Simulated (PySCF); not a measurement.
Cartesian coordinates in Å; atom numbers follow the order of the lines, from 1:
```xyz
6

Si   -0.0651   -0.1234   -0.3688
O    -0.0600   -0.0914    1.2964
H     0.3552    0.6675    1.7151
H     1.3219   -0.1343   -0.9329
H    -0.7830    1.0555   -0.9497
H    -0.7689   -1.3738   -0.7602
```

- geometry: PBE0-D3(BJ)/def2-SVP
- NMR shieldings at B3LYP/pcSseg-1/GIAO
- code: PySCF 2.14.0 with density-fitted response routines
- non-relativistic, in vacuum, averaged over atoms made equivalent by symmetry, fast rotation or ring inversion, single conformer

δ = σ(ref) − σ, references computed at the same level: TMS for $^{1}$H, $^{29}$Si; $^{17}$O against H2O.

```
   atoms    nucleus  count  δ (ppm)
     Si1  $^{29}$Si      1        ?
      H3    $^{1}$H      1     0.11
H4/H5/H6    $^{1}$H      3     4.86
      O2   $^{17}$O      1        ?
```

**Question.** Estimate the values marked ?.

**Answer.** 
- Si1: -38.1 ppm, silicon bonded to O, 3 H
- O2: 3.0 ppm, oxygen bonded to Si, H

The OH or NH signal is concentration- and solvent-dependent in practice; the value given is the gas-phase one. Experimental scales use liquid or dissolved standards, which lie at an offset from isolated H2O (liquid H2O: subtract about 36 ppm).
